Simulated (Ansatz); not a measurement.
# SiH2O+ (doublet): the correlation ladder, cc-pVDZ

One table from this session's results is given with a row withheld; the runs are named, their logs left out.

Computed with Ansatz 0.2.0, Gaussian basis. Level: cc-pVDZ, core rule «outside noble gas», up to 6 orbitals frozen.

Plan: UHF; CCSD(T) on ROHF; CCSD(T) on UHF; BCCD(T) on ROHF; CISD; CCSDT(Q) on ROHF; CCSDT(Q) on UHF; CASSCF and MRCISD+Q, 11 electrons in 10 orbitals; CASSCF and NEVPT2, 11 electrons in 10 orbitals.

30 further runs of the same task are left out: 6 for a known fault of the program, 8 that didn't finish, 16 set aside as unsound or not needed.

## What is computed

The geometry is a PBE0/def2-TZVP stationary point (not a proven minimum) of the parent state, kept for this charge and spin.

4 atoms, charge 1, spin multiplicity 2.

Atoms are counted from 1 here; the program's logs count them from 0.

Bond lengths: Si1–O2 1.676 Å, Si1–H3 1.466 Å, Si1–H4 1.466 Å. Angles: O2–Si1–H3 114.7°, O2–Si1–H4 114.7°, H3–Si1–H4 130.6°.

The first run:

Contents of in.yaml:

```yaml
crystal:
  periodic: [false, false, false]
  atoms:
    - {symbol: Si, position_ang: [0.000000, 0.000000, 0.554993]}
    - {symbol: O, position_ang: [0.000000, 0.000000, -1.121434]}
    - {symbol: H, position_ang: [0.000000, 1.331946, 1.168229]}
    - {symbol: H, position_ang: [0.000000, -1.331946, 1.168229]}
basis:
  gaussian: {orbitals: cc-pVDZ}
total_charge: 1
magnetization: {spin_polarized: true, initial_magnetization: 1}
hamiltonian: {xc: hf}
output: {orbitals: {seedname: orbitals}}
```

On the command line:

```
$ ansatz run in.yaml --threads 1 --pin off --events-out ev --progress --plain --max-ram 2393MiB
```

Steps of the session up to this table: UHF; CCSD(T) on ROHF; CCSD(T) on UHF; BCCD(T) on ROHF; CISD; CCSDT(Q) on ROHF; CCSDT(Q) on UHF; CASSCF and MRCISD+Q, 11 electrons in 10 orbitals; CASSCF and NEVPT2, 11 electrons in 10 orbitals.

One of the session's tables, all rows but one given; the rest of the session is left out.

```
          method  from UCCSDT(Q) (meV)
            ROHF               +7181.6
             UHF               +7065.6
            RMP2               +1051.3
            UMP2               +1043.5
            CISD                +699.7
           RCCSD                +222.9
           UCCSD                +220.8
        RCCSD(T)                 +51.3
        UCCSD(T)                 +51.1
         BCCD(T)                 +51.2
          RCCSDT                 +18.2
          UCCSDT                 +17.7
       RCCSDT(Q)                     ?
       UCCSDT(Q)                     0
  CASSCF valence               +4528.1
  NEVPT2 valence                +962.9
  MRCISD valence                +254.6
MRCISD+Q valence                 +33.4
```

**Question.** Estimate the row for RCCSDT(Q).

As computed: from UCCSDT(Q) (meV): +4.3. In the column «from UCCSDT(Q) (meV)» it lies between UCCSDT(Q) (0) and UCCSDT (+17.7).

Among the levels timed on like hardware and quicker than the yardstick, those that no quicker one beats, quickest first: CISD (2.8 s, +699.7 meV); BCCD(T) (3.2 s, +51.2 meV); UCCSD(T) (4.3 s, +51.1 meV); MRCISD+Q valence (11 s, +33.4 meV).

To keep in mind: Of the multireference levels listed MRCISD+Q valence comes nearest in total energy (+33.4 meV), which doesn't show that its space is the better one. Restricted and unrestricted rows rest on different reference determinants; where their highest levels disagree by more than a few hundredths of an eV, they describe different states and don't form one ladder.
